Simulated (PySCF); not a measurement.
Species: CH₃NO.
Cartesian coordinates in Å at the PBE0-D3(BJ)/def2-SVP level; atoms count from 1:
```
atom  x, y, z in Å
C1    -0.409    0.033    0.043
N2     0.921   -0.561    0.211
O3     1.780   -0.016   -0.413
H4    -0.751    0.340    1.044
H5    -1.084   -0.770   -0.293
H6    -0.394    0.879   -0.661
```

Method used: core-valence-separated Tamm–Dancoff BHandHLYP/aug-pcX-1 (pcseg-1 on H) in PySCF, non-relativistic, gas phase, PBE0-D3(BJ)/def2-SVP geometry. Absolute energies from this functional tend to lie a few eV below measured edges; no shift was applied.

The lowest roots of each edge with f over 0.003 (five at most, numbered afresh; weaker and dark ones are left out), with transition dipoles (au) in the frame of the coordinates:

| root | edge | E (eV) | f | μx | μy | μz |
| --- | --- | --- | --- | --- | --- | --- |
| 1 | C | 286.31 | 0.0232 | -0.0561 | 0.0110 | 0.0057 |
| 2 | C | 287.08 | 0.0392 | -0.0130 | -0.0475 | -0.0561 |
| 3 | C | 287.18 | 0.0153 | -0.0268 | -0.0273 | 0.0265 |
| 4 | C | 287.24 | 0.0298 | -0.0170 | 0.0489 | -0.0394 |
| 5 | C | 288.63 | 0.0051 | 0.0153 | -0.0179 | 0.0129 |
| 6 | N | 396.06 | 0.0823 | 0.0158 | 0.0561 | 0.0713 |
| 7 | N | 404.34 | 0.0063 | 0.0196 | 0.0102 | -0.0122 |
| 8 | N | 404.45 | 0.0309 | -0.0475 | 0.0272 | -0.0108 |
| 9 | N | 405.97 | 0.0095 | 0.0149 | -0.0228 | 0.0145 |
| 10 | N | 406.30 | 0.0109 | -0.0304 | 0.0126 | -0.0036 |
| 11 | O | 527.84 | 0.0612 | -0.0118 | -0.0420 | -0.0532 |
| 12 | O | 536.51 | 0.0031 | 0.0121 | -0.0084 | 0.0038 |
| 13 | O | 537.24 | 0.0103 | -0.0102 | -0.0193 | 0.0176 |
| 14 | O | 538.09 | 0.0085 | 0.0237 | 0.0034 | -0.0085 |

Molecules are fixed in this frame and the field points along (0, 1, 1)/√2. What effective strengths 3 f cos²θ do the roots have (θ between field and μ)?

root 1 (C1): 0.003, root 2 (C1): 0.113, root 3 (C1): 0.000, root 4 (C1): 0.001, root 5 (C1): 0.000, root 6 (N2): 0.236, root 7 (N2): 0.000, root 8 (N2): 0.004, root 9 (N2): 0.001, root 10 (N2): 0.001, root 11 (O3): 0.176, root 12 (O3): 0.000, root 13 (O3): 0.000, root 14 (O3): 0.001. Root 6 is the strongest. Averaged over all orientations cos²θ is 1/3, which gives f back.

